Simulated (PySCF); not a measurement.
**Assignment exercise: C4H5NO**

Structure with atom numbers: `[CH3:1][c:2]1[n:3][cH:4][cH:5][o:6]1`. Hydrogens are named by the atom that carries them.

All values are calculated (PySCF 2.14.0 with density-fitted response routines): PBE0-D3(BJ)/def2-SVP structure, J couplings at B3LYP/pcJ-1 (spin–dipole term only in couplings to heteroatoms), shieldings: GIAO B3LYP/pcSseg-2. Relativity neglected, single conformer, fast rotation and ring inversion assumed for equivalent nuclei, no solvent model.

Referencing at the same level of theory: TMS for ¹³C and ¹H.

Task: Assign these signals to the numbered atoms. ¹³C{¹H} NMR (computed): δ 170.8, 146.7, 137.9, 15.5.

Result: 
| δ (ppm) | atoms | environment | reason |
| --- | --- | --- | --- |
| 170.8 | C2 | substituted aromatic carbon next to the ring oxygen | – |
| 146.7 | C5 | aromatic CH next to the ring oxygen | – |
| 137.9 | C4 | aromatic CH next to a ring nitrogen | – |
| 15.5 | C1 | methyl carbon on an aromatic ring | saturated and bonded to C and H only |

Task: Assign these signals to the numbered atoms. ¹H NMR (400 MHz, computed): δ 7.63 (d, J = 1.2 Hz, 1H), 7.12 (d, J = 1.2 Hz, 1H), 2.42 (s, 3H).

Result: 
7.63 → H(C5), hydrogen on an aromatic CH next to the ring oxygen: ring-current deshielding
7.12 → H(C4), hydrogen on an aromatic CH next to a ring nitrogen: the ring current deshields protons in the ring plane
2.42 → H(C1), hydrogen on a methyl carbon on an aromatic ring: benzylic-type position, deshielded by the ring

Splittings below 1 Hz are ignored in the labels, and close J values are merged. Unscaled 3J(H,H) at this level run about 10 % above measured values. Shifts are as computed. Against solution values, carbons near 30 ppm lie about +3 ppm off and those near 130 ppm about +8 ppm. Of 1211 compounds with measured shifts, 218 miss one by over three times the rms of a fit or turn the order of signals round; such compounds aren't used in these exercises.
